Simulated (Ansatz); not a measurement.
A calculation with Ansatz (development build ahead of 0.2.0).

```yaml
crystal:
  periodic: [false, false, false]
  atoms:
    - { symbol: C, position_ang: [0.01323, -0.0578, -0.709] }
    - { symbol: O, position_ang: [0.08101, -0.12167, 0.5929] }
    - { symbol: H, position_ang: [0.02318, 0.80142, 1.08794] }
    - { symbol: H, position_ang: [0.02642, -0.95783, -1.07135] }
    - { symbol: H, position_ang: [-0.34727, 0.8328, -1.26752] }
basis:
  gaussian: { orbitals: def2-SVP }
magnetization:
  spin_polarized: true
  initial_magnetization: 1
hamiltonian:
  xc: hf
correlation:
  method: mp2
  frozen_orbitals: { C: 1, H: 0, O: 1 }
```

The input is written out in the form of the current development build from the run's settings.

The run gave:

```json
{"Converged": "yes", "Reference energy": "-114.30243 hartree", "Correlation energy": "-0.30963 hartree", "Total energy": "-114.61206 hartree", "Spin squared of the determinant": "0.760"}
```
